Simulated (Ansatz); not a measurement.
**CCSD(T)/6-31G(d) (spherical functions) run of BH3 (borane)**

Aim: the energy change on altering one bond length of BH3 (borane) at CCSD(T)/6-31G* (spherical functions), from 2 runs. 

Program for the calculation: Ansatz 0.2.0.

54 further runs of the same task are left out: 54 set aside as unsound or not needed.

## (1) The structure to begin with

BH3 has 4 atoms, charge 0, and is taken as a singlet. SMILES: `B`. The coordinates come from a PBE0-D4/def2-TZVP relaxation.

Bond lengths: B1–H2 1.193 Å, B1–H3 1.193 Å, B1–H4 1.193 Å. Angles: H2–B1–H3 120.0°, H2–B1–H4 120.0°, H3–B1–H4 120.0°.

## (2) The energy at CCSD(T)/6-31G(d) (spherical functions)

Contents of job.yaml:

```yaml
crystal:
  periodic: [false, false, false]
  atoms:
    - {symbol: B, position_ang: [0.013900, -0.015100, -0.005100]}
    - {symbol: H, position_ang: [0.982200, 0.381700, 0.568800]}
    - {symbol: H, position_ang: [-0.276200, -1.171800, 0.043000]}
    - {symbol: H, position_ang: [-0.664400, 0.744900, -0.626900]}
basis:
  gaussian: {orbitals: 6-31G_st_-spherical.json}
accuracy: high
correlation: {method: ccsd_t, frozen_orbitals: {B: 1, H: 0}}
scf: {omitted_lower_state_checks: [cluster_reference, increment]}
```

The basis set 6-31G* is read from a file made from the Basis Set Exchange's data (not shown).

On the command line:

```
ansatz run job.yaml --threads 1 --pin off --max-ram 2610MiB --events-out events.jsonl --progress --plain --runs-dir runs
```

Log, cut to the lines that bear on the results:

```text
Warning: RAYON_NUM_THREADS=1 ignored (pool sized by the plan → 1); use --threads N
Functional definition: HF
  name "HF"
[...]
417 factors; integrals over basis functions are off by at most 2.5e-9 eV
[...]
mean field -718.08936759 eV, -26.3892975205 hartree, gradient 1.2e-8 eV, S^2 0.000000; 0 other end points of the search recorded, 0 dependent functions left out
1 core orbitals not correlated: weight in the atoms' cores, before any rotation towards them, 1.000 or more for the frozen orbitals, at most 0.000 for the correlated occupied ones
reference -718.08936759 eV, -26.3892975205 hartree; 3, 3 occupied and 16, 16 virtual orbitals, 417 factors
second order -2.01121431 eV of doubles, -0.00000000 eV of singles
cycle   1  -2.39331928 eV  change   -3.8e-1 eV  update   4.1e-2
[...]
cycle  16  -2.53142220 eV  change   2.6e-10 eV  update  6.2e-10
perturbative correction -0.03670855 eV, -0.0013490145 hartree
Total energy: -720.65749835 eV, -26.4836745852 hartree
Checks for a lower state left out: cluster_reference, increment
```

Run time: 0.16 s. Hardware: 1 thread of Arm Neoverse V1, shared host.

## (3) The distorted shape

Contents of molecule.yaml:

```yaml
crystal:
  periodic: [false, false, false]
  atoms:
    - symbol: B
      position_ang: [-0.228206, -0.114313, -0.148594]
    - symbol: H
      position_ang: [0.982200, 0.381700, 0.568800]
    - symbol: H
      position_ang: [-0.518306, -1.271013, -0.100494]
    - symbol: H
      position_ang: [-0.906506, 0.645687, -0.770394]
basis:
  gaussian:
    orbitals: 6-31G_st_-spherical.json
correlation:
  method: ccsd_t
  frozen_orbitals: {B: 1, H: 0}
accuracy: high
scf:
  omitted_lower_state_checks: [cluster_reference, increment]
```

The basis set 6-31G* is read from a file made from the Basis Set Exchange's data (not shown).

On the command line:

```
ansatz run molecule.yaml --threads 1 --pin off --max-ram 2610MiB --events-out events.jsonl --progress --plain --runs-dir runs
```

Log, cut to the lines that bear on the results:

```text
Warning: RAYON_NUM_THREADS=1 ignored (pool sized by the plan → 1); use --threads N
[... 2 set-up lines as earlier in the session ...]
[...]
415 factors; integrals over basis functions are off by at most 2.4e-9 eV
[...]
mean field -717.32242614 eV, -26.3611129421 hartree, gradient 2.1e-8 eV, S^2 0.000000; 0 other end points of the search recorded, 0 dependent functions left out
1 core orbitals not correlated: weight in the atoms' cores, before any rotation towards them, 1.000 or more for the frozen orbitals, at most 0.000 for the correlated occupied ones
reference -717.32242614 eV, -26.3611129421 hartree; 3, 3 occupied and 16, 16 virtual orbitals, 415 factors
second order -2.04516789 eV of doubles, -0.00000000 eV of singles
cycle   1  -2.44711994 eV  change   -4.0e-1 eV  update   4.8e-2
[...]
cycle  18  -2.61948753 eV  change   9.7e-11 eV  update  4.9e-10
perturbative correction -0.04418532 eV, -0.0016237806 hartree
Total energy: -719.98609900 eV, -26.4590011140 hartree
Checks for a lower state left out: cluster_reference, increment
```

It took 0.18 s on 1 thread of Arm Neoverse V1, shared host.

## (4) Summary of results

Level: CCSD(T)/6-31G* (spherical functions), 1 core orbital frozen.

| quantity | value |
| --- | --- |
| first shape: total energy | -26.48367 Eh |
| first shape: correlation energy (1 core orbital frozen) | -94.4 mEh |
| first shape: (T) correction | -1.35 mEh |
| first shape: T1 diagnostic | 0.008 |
| distorted shape: total energy | -26.45900 Eh |
| distorted shape: correlation energy (1 core orbital frozen) | -97.9 mEh |
| distorted shape: (T) correction | -1.62 mEh |
| distorted shape: T1 diagnostic | 0.010 |
| energy change with the B1–H2 bond stretched from 1.193 to 1.492 Å | 0.671 eV |

**Reading.** With the B1–H2 bond stretched from 1.193 to 1.492 Å the energy rises by 0.67 eV (15.5 kcal/mol). The first shape isn't relaxed at this level, so the change isn't measured from a minimum. The triples (first shape) make up 1.4 % of the correlation energy. The triples (distorted shape) make up 1.7 % of the correlation energy.
